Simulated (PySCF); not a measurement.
# C2H6O3S: the cost of one run

Computed with PySCF 2.14.0, with density-fitted response routines of our own, on a single molecule in the gas phase. Atoms count from 0, in the outputs and in this text.

**1. Starting geometry**

12 atoms, charge 0, multiplicity 1; geometry from: MMFF94s.

Bonds of the start (Å): C0–C1 1.51, C1–S2 1.79, S2–O3 1.44, S2–O4 1.45, S2–O5 1.61, C0–H6 1.09, C0–H7 1.09, C0–H8 1.09, C1–H9 1.09, C1–H10 1.09, O5–H11 0.98.

**2. Geometry optimisation at PBE0-D3(BJ)/def2-SVP**

Job settings and geometry (Å):

```
{"job": {"xc": "PBE0", "basis": "def2-SVP", "d3": "d3bj", "grid": 1, "kind": "geom"}, "charge": 0, "multiplicity": 1}
C      1.438634     0.330146    -0.391825
C      0.486316    -0.474670     0.468233
S     -1.174531     0.185311     0.467638
O     -1.149238     1.600437     0.751610
O     -2.050057    -0.727773     1.167397
O     -1.512974    -0.011311    -1.098560
H      1.117258     0.342906    -1.437820
H      1.501033     1.367547    -0.048358
H      2.443186    -0.101994    -0.350963
H      0.426977    -1.512084     0.125253
H      0.821260    -0.474920     1.510236
H     -2.347864    -0.523596    -1.162840
```

On the command line:

```bash
> OMP_NUM_THREADS=1 python probes_run.py task.json out
```

One launch serves the whole session: the jobs run in the order shown.

**Question.** How long does this first job take on 1 thread of Arm Neoverse V1, shared host, and how much memory does it need?

About 45 s, with a peak of 0.5 GiB.
